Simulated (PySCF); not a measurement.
Basis-set dependence of population analyses: `F/C=C/CF`

Compound: C₃H₄F₂.
Atom-mapped SMILES: `[F:1]/[CH:2]=[CH:3]/[CH2:4][F:5]` (hydrogens: H6 on C2; H7 on C3; H8, H9 on C4)

PBE0 throughout (PySCF), one geometry, spherical d and f functions. One conformer (not necessarily the lowest) at the PBE0-D3(BJ)/def2-SVP geometry, without solvent, vibrations or thermal averaging. The first 7 of 8 kinds of atom are listed.

Mulliken charges (e):

```json
{"basis": "STO-3G", "functions": "29", "F1": "-0.066", "C2": "+0.016", "C3": "-0.135", "C4": "-0.040", "F5": "-0.112", "H6": "+0.089", "H7": "+0.086"}
{"basis": "6-31G", "functions": "53", "F1": "-0.314", "C2": "+0.169", "C3": "-0.245", "C4": "-0.013", "F5": "-0.343", "H6": "+0.196", "H7": "+0.192"}
{"basis": "pcSseg-0", "functions": "53", "F1": "-0.351", "C2": "+0.194", "C3": "-0.407", "C4": "-0.039", "F5": "-0.388", "H6": "+0.252", "H7": "+0.253"}
{"basis": "6-31G*", "functions": "78", "F1": "-0.298", "C2": "+0.191", "C3": "-0.286", "C4": "+0.019", "F5": "-0.337", "H6": "+0.183", "H7": "+0.188"}
{"basis": "cc-pVDZ", "functions": "90", "F1": "-0.170", "C2": "+0.195", "C3": "-0.220", "C4": "+0.252", "F5": "-0.235", "H6": "+0.038", "H7": "+0.038"}
{"basis": "def2-SVP", "functions": "90", "F1": "-0.207", "C2": "+0.202", "C3": "-0.229", "C4": "+0.300", "F5": "-0.273", "H6": "+0.052", "H7": "+0.061"}
{"basis": "aug-cc-pVDZ", "functions": "151", "F1": "-0.471", "C2": "+0.673", "C3": "+0.337", "C4": "+0.900", "F5": "-0.432", "H6": "-0.333", "H7": "-0.468"}
{"basis": "6-311+G(2d,p)", "functions": "159", "F1": "-0.273", "C2": "+0.062", "C3": "+0.088", "C4": "-0.161", "F5": "-0.286", "H6": "+0.150", "H7": "+0.119"}
{"basis": "def2-TZVP", "functions": "179", "F1": "-0.182", "C2": "+0.063", "C3": "-0.194", "C4": "+0.046", "F5": "-0.226", "H6": "+0.135", "H7": "+0.135"}
{"basis": "cc-pVTZ", "functions": "206", "F1": "-0.163", "C2": "+0.100", "C3": "-0.236", "C4": "+0.156", "F5": "-0.218", "H6": "+0.108", "H7": "+0.131"}
{"basis": "IGLO-III", "functions": "215", "F1": "-0.234", "C2": "+0.128", "C3": "-0.090", "C4": "+0.003", "F5": "-0.265", "H6": "+0.113", "H7": "+0.096"}
```

IAO charges (e):

| basis | functions | F1 | C2 | C3 | C4 | F5 | H6 | H7 |
| --- | --- | --- | --- | --- | --- | --- | --- | --- |
| STO-3G | 29 | -0.082 | +0.017 | -0.224 | -0.095 | -0.140 | +0.129 | +0.142 |
| 6-31G | 53 | -0.245 | +0.115 | -0.230 | +0.010 | -0.301 | +0.169 | +0.171 |
| pcSseg-0 | 53 | -0.233 | +0.123 | -0.241 | +0.010 | -0.294 | +0.163 | +0.167 |
| 6-31G* | 78 | -0.253 | +0.151 | -0.237 | +0.051 | -0.310 | +0.155 | +0.162 |
| cc-pVDZ | 90 | -0.254 | +0.146 | -0.238 | +0.050 | -0.312 | +0.157 | +0.163 |
| def2-SVP | 90 | -0.254 | +0.149 | -0.234 | +0.055 | -0.313 | +0.154 | +0.161 |
| aug-cc-pVDZ | 151 | -0.269 | +0.145 | -0.235 | +0.050 | -0.325 | +0.165 | +0.170 |
| 6-311+G(2d,p) | 159 | -0.270 | +0.145 | -0.235 | +0.049 | -0.326 | +0.166 | +0.170 |
| def2-TZVP | 179 | -0.269 | +0.149 | -0.238 | +0.053 | -0.325 | +0.163 | +0.169 |
| cc-pVTZ | 206 | -0.266 | +0.149 | -0.239 | +0.051 | -0.323 | +0.163 | +0.168 |
| IGLO-III | 215 | -0.270 | +0.147 | -0.237 | +0.050 | -0.327 | +0.165 | +0.170 |

Question: Which scheme is steadiest as the basis changes?

Answer: Largest range over the bases for any column: IAO 0.19 e, Mulliken 1.06 e. IAO charges move least and Mulliken charges most, counted in e. Without the minimal STO-3G basis the ranges are IAO 0.04, Mulliken 1.06 e.

Question: How much do the charges still move between the two largest bases, cc-pVTZ and IGLO-III?

Answer: At most, over all atoms: Mulliken 0.153 e, IAO 0.004 e.

Question: What do the same runs give for the total energy, the frontier levels and the dipole moment?

Answer: 
```tsv
basis	energy (Eh)	HOMO (eV)	LUMO (eV)	μ (D)
STO-3G	-311.7540	-4.57	3.77	0.62
6-31G	-315.9582	-7.33	0.61	1.92
pcSseg-0	-315.3102	-7.54	0.38	1.90
6-31G*	-316.0266	-7.11	0.82	1.47
cc-pVDZ	-316.0541	-7.25	0.60	1.53
def2-SVP	-315.7999	-7.36	0.49	1.60
aug-cc-pVDZ	-316.0816	-7.48	-0.02	1.72
6-311+G(2d,p)	-316.1414	-7.50	0.14	1.75
def2-TZVP	-316.1723	-7.46	0.28	1.64
cc-pVTZ	-316.1572	-7.40	0.37	1.60
IGLO-III	-316.1784	-7.48	0.19	1.70
```

The dipole is fixed by the density alone, so its range of 1.30 D shows that the density itself changes with the basis, not only its division among atoms.
